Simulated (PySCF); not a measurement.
C₄H₃N₂ (doublet state).
Structure used (GFN2-xTB), in Å, numbered top down from 1:
```
atom  x, y, z in Å
N1     2.8698    0.4164    1.3426
C2     1.8585    0.4740    0.7808
C3     0.6576    0.5526    0.1251
C4    -0.2783   -0.5376    0.1211
C5    -1.7272   -0.2809   -0.0412
N6    -1.1978   -0.7079   -1.0803
H7     0.4195    1.4613   -0.4073
H8     0.0300   -1.4528    0.6147
H9    -2.6184    0.0809    0.4128
```

The hyperfine couplings belong to this conformer and change with its torsions.

Identity: `N#C[CH][C@H]1C=N1` [radical].

The calculation used UKS B3LYP, pcH-1 on C H N, non-relativistic, mean-field spin-orbit, GIAO (PySCF 2.14.0). Geometry: GFN2-xTB, one conformer, isolated molecule. Couplings are sensitive to structure, and on GFN2-xTB geometries they can be far from those on DFT ones. No stability test was run, so a lower SCF solution isn't excluded.

The Mulliken spin populations are largest on C3 (+0.74), N1 (+0.35), C2 (-0.19) and N6 (+0.11). The angles at C3 add up to 360.0°, so it is planar; its axial dipolar tensor and the negative coupling of its proton fit spin in a p orbital normal to that plane.

Q: McConnell's relation a(H) = Q·ρ ties the coupling of a proton on a planar π carbon to the spin population of that carbon. What Q do the computed values give?

A: 
```
 H   C    ρ(C)  a(H) (G)  a/ρ (G)
H7  C3  +0.744    -17.52    -23.6
```

One proton gives one ratio, Q = -23.6 G, and no test of linearity. In every row coupling and population have opposite signs.

Couplings in gauss use g_iso = 2.0028.
